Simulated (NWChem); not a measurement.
carbon disulfide (CS₂); SMILES C(=S)=S

```xyz
3

S     -1.5618     0.0573     0.0172
C      0.0000     0.0002     0.0000
S      1.5618    -0.0572    -0.0172
```
Atoms are numbered in this order, from 1.

Computed with NWChem. Pople sets run with spherical d functions. The geometry was optimised at B3LYP/6-31G* (spherical d). GIAO values for the isolated, static molecule; σ is the absolute isotropic shielding, δ = σ(reference) − σ with the isolated reference molecule computed at the same levels (13C: tetramethylsilane).

For level B3LYP/6-31G*:

* **σ S1 (ppm)**: 532.5
* **δ C2 (ppm)**: 194.9

**Question.** Estimate the same quantities for level PBE0/pcSseg-2.

**Answer.** The σ S1 (ppm) is 493.2 and the δ C2 (ppm) is 217.6.
